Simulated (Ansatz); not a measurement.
Compare A (`CC1=CC1F`) with its isomer B (`C=C=C(C)F`).

Computed with Ansatz on PBE0-D4/def2-TZVP structures; ΔE is electronic, products minus reactants. CBS: MP2 limit from def2 TZ/QZ plus the TZ coupled-cluster correction, frozen cores. Functionals use def2-TZVPP. B3LYP here is the variant with VWN-RPA as its local correlation; programs differ in this.

Question: Which is lower in electronic energy at CCSD(T)/CBS, and by how much? (Best estimate.)

Answer: The calculation gave: B, by 39.2 kJ/mol.

Question: Give E(B) − E(A) in kJ/mol with CCSD(T)/def2-SVP, CCSD/def2-TZVPP, LDA (SPW92), PBE0-D4, B2PLYP, B3LYP, B3LYP-D4. (Estimate.)

Answer: Computed: CCSD(T)/def2-SVP -38.1, CCSD/def2-TZVPP -41.3, LDA (SPW92) -30.3, PBE0-D4 -29.5, B2PLYP -44.2, B3LYP -51.6, B3LYP-D4 -51.0. None reverses the order clearly.

Question: Does the order hold for the free energy at 298.15 K (harmonic terms from PBE0-D4)? (Estimate.)

Answer: Computed: Yes: G(B) − G(A) = -41.3 kJ/mol.

Largest T1 diagnostic: 0.012.

From BLYP to BHLYP (50 % exact exchange), in def2-TZVPP and without D4, E(B) − E(A) moves by +16.9 kJ/mol. Leaving LDA and LC-ωPBE aside and taking each functional with its dispersion term where it has one, the values, not all of them listed here, spread over 36.7 kJ/mol, from BLYP-D4 to PBE-QIDH. LDA lies +8.6 kJ/mol from PBE without D4.
